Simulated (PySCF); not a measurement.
Computed and published core binding energies of `CP(C)(C)=N`

What was measured (core binding energies): P 2p3/2 of P2 137.39 eV [1]; C 1s of C1 290.63 eV [1]; N 1s of N5 402.38 eV [1]. Sources and the comparison follow the method.

Species: C₃H₁₀NP.
Geometry (PBE0-D3(BJ)/def2-TZVP, Å), atoms numbered from 1 in this order:
```xyz
15
C3H10NP angstrom
C     -0.8412    0.9101   -1.1912
P     -0.2202    0.1900    0.3367
C     -0.4017   -1.6070    0.1086
C      1.5846    0.4126    0.2527
N     -0.9841    0.8576    1.5183
H     -0.3606    0.4704   -2.0663
H     -0.6568    1.9847   -1.1707
H     -1.9180    0.7452   -1.2393
H     -0.0014   -2.1194    0.9860
H      0.1218   -1.9661   -0.7803
H     -1.4639   -1.8429    0.0271
H      2.0110    0.0040   -0.6662
H      1.8069    1.4791    0.3164
H      2.0459   -0.0849    1.1086
H     -0.7460    0.5467    2.4505
```

Method used: PySCF, delta-SCF UKS SCAN, pcX-3 on the ionised atom, pcseg-2 elsewhere, spin-free X2C. Binding energies are ΔSCF values: E(core-ionised, relaxed orbitals) − E(ground state) at a fixed geometry, referred to the vacuum level.

| atom | environment | level | this calculation (eV) | reference (eV) | difference (eV) | source |
| --- | --- | --- | --- | --- | --- | --- |
| P2 | phosphorus bonded to 3 C and N | P 2p3/2 | 137.13 | 137.39 | -0.26 | [1] |
| C1 | sp3 carbon bound to phosphorus | C 1s | 290.55 | 290.63 | -0.08 | [1] |
| N5 | nitrogen bonded to P and H | N 1s | 402.23 | 402.38 | -0.15 | [1] |

[1] measured, gas; Perry, Schaaf, Jolly, LBL-3517 (X-ray photoelectron spectroscopic study of charge distributions in tetracovalent compounds of nitrogen and phosphorus, 1975) Note: scanned preprint of the 1970s; energy scale about 0.17 eV below the 1984 compilation; uncertainty about 0.05 eV.

**Question.** How far is it from the measured entries?

**Answer.** Over the 3 different measured values (3 distinct lines) the mean signed difference is -0.16 eV, the mean unsigned one 0.16 eV and the largest 0.26 eV. The calculation is vertical and has no vibrational structure, and measured positions depend on the energy calibration.

**Question.** What does the calculation give for the levels without a reference value here?

**Answer.** P2 P 1s 2151.13 eV.

The list is incomplete; no value stands for C 1s of C3, C4. The 2p values aren't plain energy differences: one relaxed spin-free 2p hole is combined with a matrix within the shell (ground-state 2p orbital-energy differences and spin–orbit coupling). 2p3/2, the mean of its two sublevels, lies a third of the splitting below the shell's mean and 2p1/2 two thirds above it; the statistical areas are 2:1. 2p1/2 minus 2p3/2 (ligand field included): P 0.89 eV. Isolated species at its PBE0-D3(BJ)/def2-TZVP geometry, gas phase.
